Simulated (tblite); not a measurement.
Compound: C4H9O2 (doublet state).
Structure used (GFN2-xTB), in Å, numbered top down from 1:
```
atom  x, y, z in Å
C1    -2.5540    0.2275    0.0954
O2    -1.2707    0.6118    0.5115
C3    -0.2424   -0.1131   -0.1135
C4     1.1064    0.4417    0.3398
C5     2.2281   -0.3817   -0.3050
O6     2.2577   -1.6607   -0.0200
H7    -3.2572    0.8739    0.6163
H8    -2.6776    0.3518   -0.9881
H9    -2.7564   -0.8195    0.3522
H10   -0.3395   -0.0390   -1.2106
H11   -0.2892   -1.1801    0.1551
H12    1.1607    0.3603    1.4258
H13    1.1900    1.4917    0.0596
H14    3.2164    0.0732   -0.0416
H15    2.2233   -0.2298   -1.4158
```

Method: GFN2-xTB as coded in tblite; computed harmonic values from a numerical Hessian at the method's own geometry, unscaled. Against measured fundamentals such values can be off by several per cent, at times by over 20. One conformer, not necessarily the lowest. Open shells enter through the occupations alone, without spin polarisation, and single modes of such species can be off by tens of per cent.

Harmonic wavenumbers (cm⁻¹): 64.0, 89.9, 116.5, 171.2, 219.9, 298.3, 422.5, 499.7, 608.6, 825.7, 945.0, 978.2, 1012.1, 1070.1, 1100.2, 1120.2, 1126.8, 1163.0, 1170.0, 1182.7, 1252.7, 1258.1, 1278.3, 1339.5, 1350.3, 1405.9, 1464.8, 1466.2, 1481.0, 1487.8, 2555.5, 2648.3, 2821.8, 2867.9, 2894.2, 2918.7, 3001.4, 3007.3, 3031.2.

A = 10925, B = 1504, C = 1402 MHz; mass 89.060 u (most abundant isotopes); point group C1, symmetry number 1; spin multiplicity 2.

Problem. Zero-point energy?

Solution. Half the sum of the wavenumbers: 26858 cm⁻¹ = 321.29 kJ/mol.

Problem. What is S at 200 K and 1 bar for an ideal gas of classical rigid rotors and harmonic oscillators?

Solution. Translation 156.55, rotation 108.14, vibration 56.61, spin (R ln 2) 5.76: S = 327.1 J/(mol K).

Problem. And Cp and H(200 K) − H(0)?

Solution. Cp = 89.86 J/(mol K), of which vibrations give 56.60 (their classical limit is 39 R = 324.3); H(200 K) − H(0) = 12.81 kJ/mol without the zero-point energy, 6.16 from vibrations.

Problem. What must be added to the electronic energy to get the Gibbs energy at 200 K and 1 bar?

Solution. ZPE + [H(200 K) − H(0)] − T·S = 321.29 + 12.81 − 65.41 = 268.69 kJ/mol.

Problem. How do the functions run with temperature in this model?

Solution. 
| T (K) | S (J/(mol K)) | Cp (J/(mol K)) | H − H(0) (kJ/mol) | G − H(0) (kJ/mol) | ln q(vib) |
| --- | --- | --- | --- | --- | --- |
| 50 | 232.9 | 50.2 | 1.97 | -9.68 | 0.30 |
| 100 | 273.3 | 67.1 | 4.93 | -22.40 | 1.18 |
| 298.15 | 367.5 | 115.7 | 22.85 | -86.73 | 4.86 |
| 373.15 | 395.9 | 138.4 | 32.37 | -115.37 | 6.16 |
| 500 | 441.6 | 174.6 | 52.28 | -168.52 | 8.34 |
| 750 | 523.3 | 228.5 | 103.13 | -289.37 | 12.59 |
| 1000 | 594.3 | 264.1 | 165.00 | -429.28 | 16.66 |

q(vib) and H(0) count from the zero-point level.

Hindered rotation and anharmonicity are outside this model. Other conformers, if any are populated, would add a mixing term that is left out. The structure is chiral; the term R ln 2 for an equal mix with its mirror image is left out.

Time: 0.88 s of wall time. Hardware: an Intel Xeon at 2.50 GHz with one thread, shared host with 64 logical CPUs at a one-minute load of 62. This covers the Hessian and the dipole derivatives.
